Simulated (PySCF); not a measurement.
1-chloro-1-fluoroethane, C₂H₄ClF, SMILES C[C@@H](F)Cl, point group C1.

Force field and properties: PBE0/pcSseg-1 (PySCF, grid level 2). Vibrational terms come from second-order perturbation theory with semi-diagonal cubic constants, by steps of ±0.6 along the normal coordinates of each isotopologue. The parent has the commonest isotopes.

Equilibrium geometry in the parent's principal axes a, b, c (Å):

```csv
atom,a,b,c
C1,-1.18,-1.24,0.12
C2,-0.48,-0.02,-0.40
F3,-1.04,1.10,0.13
Cl4,1.27,-0.03,0.05
H5,-1.10,-1.28,1.22
H6,-2.24,-1.18,-0.15
H7,-0.74,-2.15,-0.30
H8,-0.50,0.07,-1.49
```

Ground-state constants (MHz). Parent: 9037.5, 4595.8, 3296.0. A species with one ²H: 8693.2, 4494.7, 3290.0.

Which position carries the label?

Moments I = 505379/B are 55.9200, 109.9651, 153.3331 and 58.1347, 112.4394, 153.6093 u Å². With M = 81.9986 u and Δm = 1.0063 u, μ = MΔm/(M + Δm) = 0.9941 u. Kraitchman's equations give |a|, |b|, |c| = 0.513, 0.089, 1.492 Å. That is H8, whose equilibrium values are 0.502, 0.065, 1.487 Å.

Internal rotors are held in one well.
